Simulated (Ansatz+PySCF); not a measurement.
Results of a calculation; reference values are marked as such.
## PySCF 2.14.0 run

```python
from pyscf import gto, scf, cc

mol = gto.M(atom="""
F 0.000000 0.000000 0.000000
F 0.000000 0.000000 1.220000
""", basis='6-31g', charge=1, spin=1)
mf = scf.UHF(mol)
mf.kernel()
mycc = cc.CCSD(mf, frozen=2).run()
et = mycc.ccsd_t()
print(mf.e_tot, mycc.e_corr, et, mycc.e_tot + et)
```

The script is written out from the run's settings.

The run gave:

- Converged: yes
- Reference energy: -198.03596 hartree
- CCSD correlation energy: -0.26560 hartree
- Triples correction: -0.00662 hartree
- Total energy: -198.30818 hartree
- Spin squared of the determinant: 0.761

The reference isn't the lowest determinant (another lies 0.13 eV lower), but the same method gives a higher total on the lower determinant.
